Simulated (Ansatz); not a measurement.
# Worked example: the interaction energy

The pair of HCl (SMILES Cl, atoms 1–2) and C₂H₆ (SMILES CC, atoms 3–10), both closed shells, in one local arrangement (a lower one may exist), relaxed at PBE0-D4/def2-TZVP:

Cl1  (0.013, -0.447, -3.150)
H2  (0.256, -0.725, -1.922)
C3  (-0.395, 0.816, 0.668)
C4  (0.326, -0.520, 0.595)
H5  (-1.316, 0.736, 1.249)
H6  (0.230, 1.576, 1.140)
H7  (-0.664, 1.182, -0.326)
H8  (1.257, -0.443, 0.024)
H9  (-0.302, -1.290, 0.135)
H10  (0.596, -0.887, 1.587)
(Å)

Both fragments are computed in the basis of the whole pair.

Ansatz 0.2.0; basis: def2-TZVPPD and def2-QZVPPD; cores frozen in the correlated methods.

Energies in eV:

| quantity | pair | first fragment | second fragment |
| --- | --- | --- | --- |
| Hartree–Fock, triple zeta (X = 3) | -14676.74847 | -12519.95718 | -2156.82346 |
| Hartree–Fock, quadruple zeta (X = 4) | -14677.19255 | -12520.29269 | -2156.93192 |
| MP2 correlation, X = 3 | -15.76588 | -5.59489 | -10.07937 |
| MP2 correlation, X = 4 | -16.86285 | -6.09853 | -10.66597 |
| CCSD(T) correlation, X = 3 | -17.76160 | -6.37904 | -11.29907 |

**Question.** Work out the interaction energy at the basis limit: extrapolate Hartree–Fock as E(X) = E∞ + A exp(−7.88 √X) and the MP2 correlation as E(X) = E∞ + B X^−2.97 (the exponents that Neese and Valeev fitted for def2-TZVPP and QZVPP, reused here for the diffuse sets), then add CCSD(T) − MP2 in triple zeta.

**Answer.** Each step is linear, so take the differences first (pair − first fragment − second fragment): Hartree–Fock 0.03217 (X = 3) and 0.03206 (X = 4); MP2 correlation -0.09162 and -0.09835; CCSD(T) correlation -0.08349.
Two points give E∞ = E(4) + w [E(4) − E(3)], with w = 1/(exp(7.88 (2 − √3)) − 1) = 0.1377 for Hartree–Fock and w = 1/((4/3)^2.97 − 1) = 0.7407 for the correlation.
Hartree–Fock: 0.03206 + 0.1377 × (-0.00011) = 0.0320 eV.
MP2 correlation: -0.09835 + 0.7407 × (-0.00673) = -0.1033 eV.
CCSD(T) − MP2: -0.08349 − (-0.09162) = 0.0081 eV.
Sum: 0.0320 + (-0.1033) + 0.0081 = -0.0632 eV, or -1.46 kcal/mol. Plain CCSD(T) in triple zeta gives -0.0513 eV, so the larger basis shifts the result by -0.0119 eV.

No T1 diagnostic of these runs exceeds 0.008.

For scale, one of the runs: CCSD(T)/def2-TZVPPD, 244 basis functions, launched by `ansatz run in.yaml --threads 4 --pin off --events-out ev --progress --plain --max-ram 9574MiB`. The run took 44 s on 4 CPU threads of an Intel Xeon Platinum 8488C (shared host), with 4.8 GiB of host memory at its peak.
